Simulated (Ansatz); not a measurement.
SiH3, doublet along the scale of all distances

Starting geometry (PBE0/def2-TZVP stationary point for this spin, not checked as a minimum):

```xyz
4

Si    0.0001   -0.0001   -0.0437
H     1.4153    0.0146    0.4091
H    -0.7211    1.2200    0.4030
H    -0.6968   -1.2329    0.4066
```

From there all distances are scaled together; atoms are numbered as listed. Energies are in kJ/mol, counted from the starting geometry at the same level. Kohn–Sham curves are unrestricted where that lies lower.

Basis 6-31G; Ansatz 0.2.0. Correlated methods freeze the noble-gas cores.

Unrestricted Kohn–Sham rows aren't spin-pure: their determinants' ⟨S²⟩ exceeds S(S+1) by up to 1.88, so they mix in states of higher spin.

Full CI is exact within this basis and frozen core; it isn't the basis-set limit.

| scale of all distances | B2PLYP |
| --- | --- |
| 0.887 | 110.7 |
| 1.000 | 0.0 |
| 1.099 | 33.9 |
| 1.321 | 271.0 |
| 1.492 | 472.7 |
| 1.720 | 659.6 |
| 1.994 | 762.6 |
| 2.400 | 815.9 |

**Question.** Estimate the full CI curve in 6-31G from this one, knowing how B2PLYP errs.

**Answer.** The computed full CI values, in kJ/mol from the starting point, and the error of B2PLYP against them:
```csv
scale of all distances,full CI,B2PLYP less full CI
0.887,123.8,-13.2
1.000,0.0,0.0
1.099,22.8,11.2
1.321,231.4,39.6
1.492,401.5,71.3
1.720,565.0,94.6
1.994,677.4,85.2
2.400,741.8,74.2
```

B2PLYP at 2.400 lies 74.2 kJ/mol (10 %) above the reference in this basis.
